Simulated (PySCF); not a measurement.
propane cation (C3H8), SMILES CCC (connectivity only; charge and spin as stated), charge +1, multiplicity 2.

Coordinates come from a PBE-D3(BJ)/def2-SVP optimisation. The multiplicity is an assumed one; other spin states were not compared.

Method: PBE-D3(BJ)/def2-SVP in PySCF.

Harmonic, unscaled wavenumbers; measured fundamentals usually lie a few per cent lower.

```tsv
mode	ν (cm⁻¹)	IR (km/mol)	moving atoms (share of kinetic energy)
1	48	15.6	H 84 %, C 16 %
2	119	8.1	H 99 %
3	388	0.0	C 52 %, H 48 %
4	510	59.6	H 70 %, C 30 %
5	599	2.7	H 87 %, C 13 %
6	755	5.9	H 75 %, C 25 %
7	798	2.7	H 95 %
8	880	4.8	H 79 %, C 21 %
9	881	73.6	H 70 %, C 30 %
10	913	176.2	H 66 %, C 34 %
11	976	460.8	H 75 %, C 25 %
12	1059	100.1	H 58 %, C 42 %
13	1156	163.6	H 92 %, C 8 %
14	1238	19.4	H 88 %, C 12 %
15	1239	104.2	H 89 %, C 11 %
16	1288	3.1	H 84 %, C 16 %
17	1324	9.3	H 70 %, C 30 %
18	1394	0.0	H 84 %, C 16 %
19	1399	19.7	C 57 %, H 43 %
20	2405	60.8	H 96 %
21	2607	87.8	H 91 %, C 9 %
22	2760	480.0	H 95 %
23	2809	11.8	H 93 %
24	2942	63.4	H 94 %
25	2945	22.9	H 94 %
26	3061	26.0	H 91 %, C 9 %
27	3069	3.6	H 91 %, C 9 %
```
